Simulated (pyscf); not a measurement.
HO–Al(OH)–F + NH₃ → H₂O + H₂N–Al(OH)–F, a four-centre exchange (singlet surface; Al–O, H–N broken, H–O, Al–N formed). PySCF, gas phase, ωB97X-D3(BJ)/def2-SVP geometries. Energies in kcal/mol from the separated reactants.

Small-basis levels: PySCF, no dispersion term, spherical d functions. AM1 to PM7: differences of heats of formation from MOPAC, which are fitted to 298 K values and so differ in kind from electronic energies by zero-point and thermal terms. Cost: rough CPU time at the saddle relative to B3LYP/6-31G*, from one job on a shared machine.

| level | barrier | reaction energy | cost |
|---|---|---|---|
| HF/3-21G | -32.5 | +8.9 | 0.06 |
| SVWN5/6-31G* | -29.7 | +12.0 | 1 |
| PBE/6-31G* | -16.9 | +12.7 | 2 |
| B3LYP/STO-3G | -42.1 | +7.6 | 0.6 |
| B3LYP/6-311+G** | -6.1 | +8.0 | 2 |
| PBE/def2-SVP | -20.1 | +10.5 | 2 |
| B3LYP/def2-SVP | -15.1 | +11.0 | 1 |
| PM6 | 15.4 | +13.1 | under 0.02 |
| PM7 | 12.1 | +11.8 | under 0.02 |
| ωB97M-D3(BJ)/def2-TZVP | -7.7 | +10.6 | – |

Against the last row the barrier runs from -34.4 (B3LYP/STO-3G) to +23.1 kcal/mol (PM6). ωB97M-D3(BJ)/def2-TZVP has limits of its own. On the reactant side the descent ends in an adduct with a Al–N contact, 35.9 kcal/mol under the separated species and 26.7 kcal/mol under the saddle at ωB97X-D3(BJ)/def2-TZVP. On the product side the descent ends in an adduct with a Al–O contact, 22.9 kcal/mol under the separated species and 3.5 kcal/mol under the saddle at ωB97X-D3(BJ)/def2-TZVP. At ωB97M-D3(BJ) the saddle lies under the separated reactants, which points to a path from their complex (located at ωB97X-D3(BJ) alone). At ωB97M-D3(BJ) the saddle lies under the separated products, which points to a path from their complex (located at ωB97X-D3(BJ) alone), and parting the products costs more than the saddle. What is counted as formed (Al–N) is already present as a longer contact in the reactant adduct; forming that adduct is a step of its own. What is counted as broken (Al–O) persists as a longer contact in the product adduct; parting that adduct is a step of its own. One saddle was located; it need not be the lowest between these sides.
